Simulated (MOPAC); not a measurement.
MOPAC input (PM3):

```
PM3 1SCF GEO-OK AUX(PRECISION=9) THREADS=1
CF4

C     0.00000000 1    0.00000000 1    0.00000000 1
F     0.76292155 1    0.76566412 1    0.76815773 1
F    -0.78426309 1   -0.74930884 1    0.76277441 1
F    -0.74667016 1    0.76533291 1   -0.78428715 1
F     0.76801170 1   -0.78168819 1   -0.74664498 1
```

Output:

```
 *******************************************************************************
 **                                                                           **
 **                              MOPAC v23.2.5                                **
 **                                                                           **
 *******************************************************************************
 ** MOPAC's Digital Object Identifier: https://doi.org/10.5281/zenodo.6511958 **
 **                                                                           **
 ** Please cite the open-source release paper for use of this MOPAC version:  **
 ** J. E. Moussa and J. J. P. Stewart (2026)                                  **
 ** MOPAC: An open-source semiempirical molecular orbital program             **
 ** J. Open Source Softw., 11(119), 8025, https://doi.org/10.21105/joss.08025 **
 *******************************************************************************

                              PM3 CALCULATION RESULTS

 *******************************************************************************
 *  PM3        - The PM3 Hamiltonian to be used
 *  GEO-OK     - OVERRIDE INTERATOMIC DISTANCE AND OTHER SAFETY CHECKS
 *  1SCF       - DO 1 SCF AND THEN STOP
 *  AUX        - OUTPUT AUXILIARY INFORMATION
 *******************************************************************************
PM3 1SCF GEO-OK AUX(PRECISION=9) THREADS=1
 CF4

   ATOM   CHEMICAL          X               Y               Z
  NUMBER   SYMBOL      (ANGSTROMS)     (ANGSTROMS)     (ANGSTROMS)

     1       C          0.00000000  *   0.00000000  *   0.00000000  *
     2       F          0.76292155  *   0.76566412  *   0.76815773  *
     3       F         -0.78426309  *  -0.74930884  *   0.76277441  *
     4       F         -0.74667016  *   0.76533291  *  -0.78428715  *
     5       F          0.76801170  *  -0.78168819  *  -0.74664498  *

          CARTESIAN COORDINATES

    NO.       ATOM           X           Y           Z

     1         C          0.0000      0.0000      0.0000
     2         F          0.7629      0.7657      0.7682
     3         F         -0.7843     -0.7493      0.7628
     4         F         -0.7467      0.7653     -0.7843
     5         F          0.7680     -0.7817     -0.7466

  C: (PM3): J. J. P. STEWART, J. COMP. CHEM. 10, 209 (1989).
  F: (PM3): J. J. P. STEWART, J. COMP. CHEM. 10, 209 (1989).

           Empirical Formula: C F4  =     5 atoms

      MOLECULAR POINT GROUP   :   Td

      RHF CALCULATION, NO. OF DOUBLY OCCUPIED LEVELS = 16

 -------------------------------------------------------------------------------
 PM3 1SCF GEO-OK AUX(PRECISION=9) THREADS=1
 CF4

     1SCF WAS SPECIFIED, SO BFGS WAS NOT USED
     SCF FIELD WAS ACHIEVED

                              PM3 CALCULATION
                                                       MOPAC v23.2.5 Linux

          FINAL HEAT OF FORMATION =       -224.69304 KCAL/MOL =    -940.11569 KJ/MOL

          COSMO AREA              =         87.35 SQUARE ANGSTROMS
          COSMO VOLUME            =         69.39 CUBIC ANGSTROMS

          IONIZATION POTENTIAL    =         16.802837 EV
          HOMO LUMO ENERGIES (EV) =        -16.803  0.614
          NO. OF FILLED LEVELS    =         16
          MOLECULAR WEIGHT        =         88.0046         POINT GROUP:  Td

          MOLECULAR DIMENSIONS (Angstroms)

            Atom       Atom       Distance
            F     3    F     2     2.16540
            F     4    F     5     2.16540
            F     2    F     5     1.53117

          SCF CALCULATIONS        =          1

   ATOM   CHEMICAL          X               Y               Z
  NUMBER   SYMBOL      (ANGSTROMS)     (ANGSTROMS)     (ANGSTROMS)

     1       C          0.00000000  *   0.00000000  *   0.00000000  *
     2       F          0.76292155  *   0.76566412  *   0.76815773  *
     3       F         -0.78426309  *  -0.74930884  *   0.76277441  *
     4       F         -0.74667016  *   0.76533291  *  -0.78428715  *
     5       F          0.76801170  *  -0.78168819  *  -0.74664498  *

                             CARTESIAN COORDINATES

   1    C        0.000000000     0.000000000     0.000000000
   2    F        0.762921550     0.765664120     0.768157730
   3    F       -0.784263090    -0.749308840     0.762774410
   4    F       -0.746670160     0.765332910    -0.784287150
   5    F        0.768011700    -0.781688190    -0.746644980

           Empirical Formula: C F4  =     5 atoms

      MOLECULAR POINT GROUP   :   Td

                  EIGENVALUES
 -34.95485 -26.29450 -26.29450 -26.29450 -20.27335 -19.99568 -19.99568 -19.99568
 -18.15708 -18.15708 -17.23978 -17.23978 -17.23978 -16.80284 -16.80284 -16.80284
   0.61406   2.28670   2.28670   2.28670

              NET ATOMIC CHARGES AND DIPOLE CONTRIBUTIONS

  ATOM NO.   TYPE          CHARGE      No. of ELECS.   s-Pop       p-Pop
    1          C           0.457877        3.5421     1.13590     2.40622
    2          F          -0.114469        7.1145     1.75258     5.36189
    3          F          -0.114469        7.1145     1.75258     5.36189
    4          F          -0.114469        7.1145     1.75258     5.36189
    5          F          -0.114469        7.1145     1.75258     5.36189
 DIPOLE           X         Y         Z       TOTAL
 POINT-CHG.    -0.000    -0.000    -0.000     0.000
 HYBRID         0.000     0.000    -0.000     0.000
 SUM           -0.000    -0.000    -0.000     0.000

          ATOMIC ORBITAL ELECTRON POPULATIONS

     Atom    s        px        py        pz
    1  C   1.13590   0.80207   0.80207   0.80207
    2  F   1.75258   1.78856   1.78726   1.78607
    3  F   1.75258   1.77830   1.79496   1.78863
    4  F   1.75258   1.79619   1.78742   1.77828
    5  F   1.75258   1.78614   1.77955   1.79620

 **********************
 *                    *
 * JOB ENDED NORMALLY *
 *                    *
 **********************

 == MOPAC DONE ==
```
